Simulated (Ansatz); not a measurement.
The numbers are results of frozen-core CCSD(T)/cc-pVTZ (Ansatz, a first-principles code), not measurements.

Ansatz 0.2 input:
```yaml
crystal:
  periodic: [false, false, false]
  atoms:
    - { symbol: Cl, position_ang: [0.0, 0.0, 0.0] }
basis:
  gaussian: { orbitals: cc-pVTZ }
correlation:
  method: ccsd_t
magnetization:
  spin_polarized: true
  initial_magnetization: 1
```

Output:

```
Functional definition: HF
196 factors; integrals over basis functions are off by at most 1.5e-4 eV
mean field evaluation 1: about -12503.0172 eV, gradient 5.7e0 eV
mean field evaluation 2: about -12503.0196 eV, gradient 5.7e0 eV
mean field evaluation 4: about -12503.2315 eV, gradient 5.2e-1 eV
mean field evaluation 8: about -12503.2356 eV, gradient 4.2e-3 eV
mean field evaluation 16: about -12503.2330 eV, gradient 5.9e-1 eV
mean field evaluation 32: about -12503.2356 eV, gradient 2.6e-3 eV
mean field evaluation 64: about -12503.2356 eV, gradient 4.0e-3 eV
mean field -12503.23561632 eV, -459.4854339022 hartree, gradient 3.9e-6 eV, S^2 0.759299; 4 other end points of the search recorded, 0 dependent functions left out
5 core orbitals not correlated
reference -12503.23561632 eV, -459.4854339022 hartree; 4, 3 occupied and 25, 26 virtual orbitals, 196 factors
second order -4.29743940 eV of doubles, -0.00000000 eV of singles
cycle   1  -4.78249330 eV  change   -4.9e-1 eV  update   3.8e-2
cycle   2  -4.91513560 eV  change   -1.3e-1 eV  update   1.2e-2
cycle   3  -4.92155891 eV  change   -6.4e-3 eV  update   2.6e-3
cycle   4  -4.92111160 eV  change    4.5e-4 eV  update   3.9e-4
cycle   5  -4.92107844 eV  change    3.3e-5 eV  update   9.5e-5
cycle   6  -4.92110391 eV  change   -2.5e-5 eV  update   2.7e-5
cycle   7  -4.92110386 eV  change    5.2e-8 eV  update   7.2e-6
perturbative correction -0.15039659 eV, -0.0055269728 hartree
Total energy: -12508.30711677 eV, -459.6718081062 hartree
```

Cost: about 1.1 core-seconds (a rough figure).
